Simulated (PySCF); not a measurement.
Species: C3H4N2.
Atom-mapped SMILES: `[CH3:1]/[N:2]=[CH:3]/[C:4]#[N:5]` (hydrogens: H6, H7, H8 on C1; H9 on C3)

The closed-shell ground state was solved at several levels (PySCF, density fitting, gas phase, non-relativistic). Geometry: PBE0-D3(BJ)/def2-SVP; no solvent, vibrations or thermal averaging.

| level | basis functions | HOMO (eV) | LUMO (eV) | gap (eV) | dipole (D) |
| --- | --- | --- | --- | --- | --- |
| PBE0/pcSseg-1 | 105 | -8.42 | -2.04 | 6.38 | 4.66 |
| B3LYP/pcJ-1 | 175 | -8.17 | -2.25 | 5.92 | 4.61 |
| B3LYP/pcSseg-2 | 236 | -8.23 | -2.36 | 5.87 | 4.61 |

(1) Estimate the row for wB97X-D/def2-SVPD, a basis of 132 functions; the other rows only guide the guess.

(2) Over all these levels, which gives the widest orbital gap and which the narrowest?

(3) How far do the dipole and the HOMO energy spread over the levels?

## Answers

(1) HOMO -10.40 eV, LUMO -0.32 eV, gap 10.08 eV, dipole 4.66 D.

(2) wB97X-D/def2-SVPD (range-separated hybrid) has the widest, 10.08 eV, and B3LYP/pcSseg-2 (global hybrid, 20 % exact exchange) the narrowest, 5.87 eV. Functional and basis both differ between the two, so the spread mixes both effects.

(3) The dipole runs from 4.61 to 4.66 D (mean 4.64 D) and the HOMO from -10.40 to -8.17 eV.
